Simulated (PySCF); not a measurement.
SiC⁻ at PBE0

Computed with PBE0; basis Si aug-cc-pV(D+d)Z, C aug-cc-pVDZ; no relativity; PySCF 2.14.

| Quantity | Value |
| --- | --- |
| state | ²Σ⁺ (doublet), unpaired electrons σ ↑ |
| bond length | 1.679 Å |
| harmonic wavenumber | 1046 cm⁻¹ |
| force constant | 5.42 mdyn/Å |
| rotational constant Be | 0.7121 cm⁻¹ |
| anharmonicity ωexe | 7.98 cm⁻¹ |
| vibration–rotation constant αe | 0.00584 cm⁻¹ |
| well depth De to Si⁻ + C | 488 kJ/mol |
| dissociation energy D0 | 481 kJ/mol |
| bond order (Mayer) | 2.67 |
| dipole moment (positive dipole points towards C; it is taken about the centre of mass and depends on that origin) | -1.88 D |

For an ion De counts to the pair picked by the measured ionisation energies or electron affinities, which need not be the lowest pair at this level. The state is the lowest determinant that a PBE0 search found; another state may lie lower at other levels.
